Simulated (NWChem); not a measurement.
System: chloromethane (CH₃Cl); SMILES CCl

```xyz
5

C      0.0000     0.0000    -1.1193
Cl     0.0000     0.0000     0.6560
H      0.7330     0.7330    -1.4786
H      0.2683    -1.0013    -1.4786
H     -1.0013     0.2683    -1.4786
```
Atoms are numbered in this order, from 1.

Program: NWChem. Pople sets run with spherical d functions. The geometry was optimised at PBE0/def2-SVP. B3LYP is NWChem's, with the RPA form of VWN correlation.

For level B3LYP/6-311++G**:

- dipole (D) = 2.02

Task: Estimate the same quantities for level B3LYP/aug-cc-pVTZ.

Result: 
- dipole (D): 1.90
